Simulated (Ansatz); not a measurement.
Which is lower?

Two relaxed structures of CH$_{3}$S$_{2}$, doublet (PBE0-D4/def2-TZVP; forces vanish, vibrations not checked).

A:

```xyz
6
angstrom
S -1.0661 -1.1672 -0.5351
C 0.0727 0.0650 -0.1041
S 0.3654 -0.0224 1.5719
H -1.3531 -0.6736 -1.7526
H 1.0964 -1.1329 2.0202
H 1.4654 0.7506 1.6621
```

B:

S1  (-0.684, -1.264, -0.837)
C2  (0.055, 0.105, -0.097)
S3  (0.477, -0.021, 1.568)
H4  (-1.644, -0.619, -1.527)
H5  (0.244, 1.013, -0.651)
H6  (1.553, 0.786, 1.544)
(Å)

Ansatz 0.2.0; basis: def2-TZVPP; cores frozen in the correlated methods; orbitals are unrestricted. B3LYP uses VWN-RPA correlation.

(1) Which structure is lower at CCSD(T), and by how much? (Judge from chemistry; the value comes from the calculation.)

T1 diagnostic: at most 0.024. ⟨S²⟩ of the unrestricted Hartree–Fock references: 0.77 to 0.78 (a pure state has 0.75).

Results:

(1) Computed: B, by 267.3 kJ/mol (electronic energy, against the other). By their contacts, A is CH₃S₂ ([SH][C][SH2]) and B is CH₃S₂ ([SH][CH][SH]).

All methods give the same order:

```tsv
method	E(B) − E(A) (kJ/mol)
PBE-D4	-242.2
r2SCAN-D4	-250.0
PBE0-D4	-258.9
B3LYP-D4	-259.7
wB97M-V	-269.0
HF	-296.2
MP2	-269.1
CCSD	-275.1
CCSD(T)	-267.3
```

Labels in which every atom is bracketed show which atoms are joined, not bond orders.

For scale, one of the runs: CCSD(T)/def2-TZVPP, 157 basis functions, launched by `ansatz run in.yaml --threads 2 --pin off --events-out ev --progress --plain --max-ram 4352MiB`. Time: 71 s of wall clock on 2 CPU threads of an Arm Neoverse V1; the host was shared. Peak host memory: 2.4 GiB.
